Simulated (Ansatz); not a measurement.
Molecule: C₂H₂, charge -1, multiplicity 2. 
Coordinates optimised at B3LYP-D3(BJ)/def2-TZVP (Ansatz, a quantum-chemistry and plane-wave program):
```xyz
4

C     -0.6277     0.1375    -0.1172
C      0.5703    -0.0237     0.3175
H     -1.1137    -0.1685    -1.0675
H      1.4580    -0.5144    -0.1343
```
Charge -1, spin multiplicity 2.

Problem. Give the harmonic wavenumbers at B3LYP-D3(BJ)/def2-TZVP (Ansatz, finite differences of forces, unscaled).

Solution. 723, 745, 755, 1713, 2680, 2818 cm⁻¹. Zero-point energy 13.5 kcal/mol.

Problem. From these and the geometry, give the ideal-gas thermochemistry at 298.15 K and 1 atm (rigid rotor, harmonic oscillator).

Solution. Point group C2v, rotational symmetry number 2. Rotational constants 393.5, 36.77, 33.63 GHz. S(trans) 35.71, S(rot) 15.76, S(vib) 0.79, S(elec, spin only) 1.38, S 53.6 cal/(mol K). H(298) - H(0) 2.55 kcal/mol; G - E(el) 0.0 kcal/mol.
